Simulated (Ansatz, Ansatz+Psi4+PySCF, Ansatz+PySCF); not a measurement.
```xyz
4

C     0.0214   -0.0162    0.0135
O     1.0348    0.0204    0.6819
O    -1.0534   -0.0239    0.6897
H    -0.0127   -0.0131   -1.0762
```

Basis set: cc-pVTZ (spherical functions). Frozen core: 3 orbitals. Correlation on ROHF uses semicanonical orbitals with singles. Charge 0, multiplicity 2.

Computed with Ansatz (development build ahead of 0.2.0); each method stands on the lowest determinant of its kind that the runs found.

(1) Give the atomization energy at this shape (free ground-state atoms in the same class of orbitals less the molecule, no zero-point energy) of doublet CHO₂ by ROHF-CCSD(T), ROHF-MP2, UHF, ROHF.

Results:

(1)

```tsv
method	atomization energy
ROHF-CCSD(T)	15.82 eV
ROHF-MP2	16.23 eV
UHF	10.31 eV
ROHF	10.62 eV
```

Caution for ROHF-CCSD(T), ROHF-MP2: large amplitudes, a single reference is doubtful.
